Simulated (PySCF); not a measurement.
chlorine (Cl₂), SMILES ClCl. Coordinates come from a B3LYP-D3(BJ)/def2-TZVPD optimisation.

TDA-PBE/def2-TZVPD (PySCF 2.14.0) puts the lowest singlet excitations at 3.39, 3.39, 5.94, 5.94, 7.94, 7.94 eV.

Q: What are the lowest excitation roots from ADC(2)/aug-cc-pVDZ (PySCF)? (The exact figures need the calculation; the answer reports its results.)

A: 3.82, 3.82, 6.70, 6.70, 8.80, 8.80 eV. S1 differs by 0.43 eV (second minus first; roots are paired by order, and the bases may differ).
